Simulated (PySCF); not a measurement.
These 6 structures share the formula C3H6FN. Computed with PBE0-D3(BJ)/def2-SVP geometry optimisation, gas phase (PySCF). One conformer each; no zero-point energy, no entropy. No frequencies were run at this level. Point groups hold within 0.08 Å.

Question: Rank from lowest to highest electronic energy at this level (kcal/mol).
A. `[H]/[N:1]=[CH:2]\[CH2:3][CH2:4][F:5]` with N1–C2–C3–C4 -125°, C2–C3–C4–F5 -175°
B. `[CH2:1]=[C:2]([F:3])[CH2:4][NH2:5]` with C1–C2–C4–N5 -123°, C2–C4–N5–H 58° and -58°
C. `[CH3:1]/[N:2]=[CH:3]/[CH2:4][F:5]` with N2–C3–C4–F5 -143°
D. `[NH2:1][CH2:2]/[CH:3]=[CH:4]/[F:5]` with H–N1–C2–C3 -71° and 172°, N1–C2–C3–C4 -12°
E. `[F:1][CH2:2][C@H:3]1[CH2:4][NH:5]1` with F1–C2–C3–C4 87°
F. `[F:1][CH:2]1[CH2:3][NH:4][CH2:5]1` with F1–C2–C3–N4 102°, C2–C3–N4–C5 12°, C3–N4–C5–C2 -12°, F1–C2–C5–N4 -102°

Answer: B (0.0), A (0.1), C (3.5), D (4.1), F (8.6), E (10.7).

As drawn, the lowest has a C=C bond outside aromatic rings, which the highest lacks; the highest has a three-membered ring, which the lowest lacks. Neighbours under 2.5 kcal/mol apart (C=C(F)CN and [H]/N=C\CCF; C/N=C/CF and NC/C=C/F; FC1CNC1 and FC[C@H]1CN1) can change places with a better method, another conformer or zero-point energy.

```tsv
SMILES	E (Eh)	E rel (kcal/mol)	dipole (D)	point group	A, B, C (MHz)
C=C(F)CN	-271.99436	0.0	0.87	C1	8524, 3958, 3030
[H]/N=C\CCF	-271.99427	0.1	0.65	C1	22575, 2131, 2086
C/N=C/CF	-271.98871	3.5	1.60	C1	23892, 2184, 2092
NC/C=C/F	-271.98788	4.1	2.64	–	15317, 2564, 2249
FC1CNC1	-271.98066	8.6	2.63	Cs	9734, 4743, 3863
FC[C@H]1CN1	-271.97730	10.7	1.91	C1	13935, 3181, 2884
```
